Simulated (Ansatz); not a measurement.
A short molecular-dynamics run on BH2(NH2) (BNH4).

```yaml
crystal:
  periodic: [false, false, false]
  atoms:
    - {symbol: B, position_ang: [0.343935, 0.596956, 0.003713]}
    - {symbol: H, position_ang: [1.357875, 0.678712, 0.645582]}
    - {symbol: H, position_ang: [-0.090304, 1.521120, -0.631980]}
    - {symbol: N, position_ang: [-0.351443, -0.609876, -0.003772]}
    - {symbol: H, position_ang: [-1.212680, -0.754598, -0.520827]}
    - {symbol: H, position_ang: [-0.047394, -1.432305, 0.507293]}
basis:
  gaussian: {orbitals: "6-31G*"}
hamiltonian: {xc: {name: r2SCAN}}
md: {timestep: 0.5 fs, n_steps: 15, ensemble: nvt_nose_hoover, temperature: 1500, initial_velocities: maxwell_boltzmann, seed: 390}
scf: {omitted_lower_state_checks: [starts]}
```

```sh
$ ansatz run in.yaml --threads 4 --pin off --events-out ev --progress --plain --max-ram 3916MiB
```

```csv
step,time (fs),potential energy (eV),kinetic (eV),T (K),conserved (eV)
0,0.0,-2230.6003,0.7756,1500,-2229.8248
1,0.5,-2230.5729,0.7485,1448,-2229.8244
2,1.0,-2230.4963,0.6736,1303,-2229.8227
3,1.5,-2230.3964,0.5758,1114,-2229.8206
4,2.0,-2230.3068,0.4878,943,-2229.8190
5,2.5,-2230.2514,0.4325,836,-2229.8189
6,3.0,-2230.2321,0.4122,797,-2229.8200
7,3.5,-2230.2323,0.4110,795,-2229.8214
8,4.0,-2230.2305,0.4084,790,-2229.8222
9,4.5,-2230.2120,0.3896,754,-2229.8225
10,5.0,-2230.1710,0.3489,675,-2229.8224
11,5.5,-2230.1095,0.2879,557,-2229.8218
12,6.0,-2230.0357,0.2152,416,-2229.8209
13,6.5,-2229.9656,0.1465,283,-2229.8195
14,7.0,-2229.9204,0.1025,198,-2229.8183
15,7.5,-2229.9185,0.1009,195,-2229.8181
```

Velocities are drawn at the set temperature; a run this short doesn't reach equilibrium.

The 6-31G sets use Cartesian d functions.

Frames (Å, forces in eV/Å):

```xyz
6
time=0.0 fs
B     0.344    0.597    0.004    0.024    0.041    0.000
H     1.358    0.679    0.646   -0.056   -0.011   -0.033
H    -0.090    1.521   -0.632    0.018   -0.055    0.033
N    -0.351   -0.610   -0.004   -0.081   -0.141   -0.001
H    -1.213   -0.755   -0.521    0.145    0.027    0.086
H    -0.047   -1.432    0.507   -0.050    0.140   -0.085
6
time=0.5 fs
B     0.345    0.602   -0.001   -0.009   -0.445    0.327
H     1.345    0.668    0.657    0.057    0.063   -0.044
H    -0.093    1.526   -0.613   -0.058    0.095   -0.147
N    -0.350   -0.612   -0.005    0.886   -0.569    0.837
H    -1.200   -0.751   -0.498   -0.792   -0.054   -0.509
H    -0.075   -1.458    0.523   -0.083    0.911   -0.464
6
time=1.0 fs
B     0.345    0.607   -0.006   -0.033   -0.911    0.643
H     1.333    0.657    0.667    0.163    0.133   -0.057
H    -0.095    1.532   -0.595   -0.135    0.244   -0.317
N    -0.348   -0.613   -0.006    1.791   -0.882    1.587
H    -1.189   -0.747   -0.477   -1.748   -0.131   -1.084
H    -0.102   -1.482    0.538   -0.039    1.547   -0.773
6
time=1.5 fs
B     0.346    0.611   -0.011   -0.052   -1.336    0.938
H     1.320    0.647    0.678    0.258    0.200   -0.075
H    -0.098    1.538   -0.578   -0.203    0.378   -0.466
N    -0.346   -0.615   -0.007    2.454   -1.087    2.129
H    -1.182   -0.744   -0.458   -2.529   -0.174   -1.533
H    -0.129   -1.502    0.550    0.071    2.019   -0.993
6
time=2.0 fs
B     0.347    0.615   -0.015   -0.072   -1.699    1.202
H     1.309    0.637    0.689    0.341    0.262   -0.099
H    -0.102    1.545   -0.561   -0.256    0.478   -0.584
N    -0.344   -0.618   -0.007    2.683   -1.213    2.359
H    -1.181   -0.740   -0.443   -2.924   -0.155   -1.754
H    -0.156   -1.517    0.561    0.227    2.327   -1.124
6
time=2.5 fs
B     0.347    0.619   -0.019   -0.098   -1.981    1.426
H     1.298    0.628    0.699    0.408    0.319   -0.130
H    -0.106    1.553   -0.547   -0.284    0.530   -0.666
N    -0.341   -0.620   -0.007    2.371   -1.280    2.242
H    -1.188   -0.738   -0.432   -2.808   -0.066   -1.705
H    -0.183   -1.526    0.568    0.411    2.479   -1.167
6
time=3.0 fs
B     0.348    0.623   -0.023   -0.139   -2.175    1.607
H     1.288    0.619    0.709    0.459    0.369   -0.167
H    -0.111    1.563   -0.533   -0.282    0.523   -0.708
N    -0.337   -0.623   -0.006    1.574   -1.274    1.826
H    -1.201   -0.735   -0.426   -2.219    0.076   -1.431
H    -0.209   -1.530    0.573    0.607    2.482   -1.127
6
time=3.5 fs
B     0.349    0.625   -0.026   -0.198   -2.281    1.745
H     1.279    0.612    0.718    0.493    0.413   -0.210
H    -0.116    1.573   -0.522   -0.248    0.454   -0.712
N    -0.334   -0.626   -0.006    0.481   -1.156    1.211
H    -1.219   -0.733   -0.422   -1.331    0.234   -1.032
H    -0.233   -1.528    0.575    0.802    2.336   -1.002
6
time=4.0 fs
B     0.349    0.628   -0.029   -0.276   -2.307    1.845
H     1.272    0.605    0.727    0.513    0.450   -0.258
H    -0.122    1.585   -0.512   -0.185    0.329   -0.685
N    -0.330   -0.629   -0.005   -0.680   -0.881    0.496
H    -1.240   -0.729   -0.421   -0.356    0.372   -0.612
H    -0.256   -1.520    0.575    0.985    2.037   -0.786
6
time=4.5 fs
B     0.350    0.630   -0.032   -0.370   -2.269    1.912
H     1.266    0.600    0.736    0.519    0.481   -0.310
H    -0.128    1.598   -0.503   -0.098    0.158   -0.633
N    -0.326   -0.632   -0.004   -1.734   -0.416   -0.257
H    -1.263   -0.725   -0.422    0.541    0.470   -0.242
H    -0.276   -1.507    0.573    1.143    1.576   -0.470
6
time=5.0 fs
B     0.350    0.631   -0.034   -0.473   -2.185    1.955
H     1.261    0.595    0.744    0.513    0.505   -0.363
H    -0.135    1.610   -0.496    0.004   -0.043   -0.567
N    -0.323   -0.635   -0.003   -2.586    0.246   -1.024
H    -1.284   -0.720   -0.423    1.275    0.521    0.050
H    -0.293   -1.490    0.570    1.267    0.955   -0.051
6
time=5.5 fs
B     0.350    0.632   -0.036   -0.576   -2.071    1.981
H     1.257    0.592    0.751    0.497    0.524   -0.416
H    -0.142    1.623   -0.491    0.114   -0.256   -0.495
N    -0.320   -0.638   -0.002   -3.205    1.076   -1.793
H    -1.302   -0.714   -0.424    1.821    0.529    0.259
H    -0.307   -1.472    0.566    1.349    0.198    0.464
6
time=6.0 fs
B     0.351    0.632   -0.038   -0.668   -1.940    1.997
H     1.254    0.590    0.756    0.474    0.537   -0.467
H    -0.148    1.635   -0.487    0.221   -0.466   -0.424
N    -0.318   -0.641   -0.001   -3.602    1.991   -2.534
H    -1.316   -0.706   -0.425    2.188    0.499    0.396
H    -0.318   -1.452    0.564    1.387   -0.621    1.032
6
time=6.5 fs
B     0.351    0.633   -0.038   -0.740   -1.801    2.005
H     1.253    0.590    0.761    0.445    0.544   -0.512
H    -0.154    1.647   -0.484    0.319   -0.660   -0.360
N    -0.316   -0.644   -0.001   -3.801    2.851   -3.177
H    -1.324   -0.697   -0.424    2.393    0.442    0.471
H    -0.326   -1.434    0.564    1.385   -1.376    1.573
6
time=7.0 fs
B     0.350    0.632   -0.039   -0.787   -1.659    2.007
H     1.252    0.591    0.765    0.413    0.546   -0.552
H    -0.159    1.656   -0.481    0.402   -0.829   -0.305
N    -0.315   -0.646   -0.002   -3.831    3.481   -3.610
H    -1.327   -0.687   -0.423    2.448    0.363    0.494
H    -0.330   -1.420    0.568    1.355   -1.903    1.966
6
time=7.5 fs
B     0.350    0.631   -0.039   -0.805   -1.517    2.003
H     1.253    0.593    0.767    0.380    0.542   -0.582
H    -0.163    1.664   -0.480    0.468   -0.965   -0.262
N    -0.315   -0.648   -0.003   -3.709    3.735   -3.721
H    -1.323   -0.676   -0.420    2.355    0.269    0.465
H    -0.331   -1.410    0.577    1.312   -2.064    2.097
```

Run time 3.7 s (4 threads of Intel Xeon Platinum 8488C on a shared host).
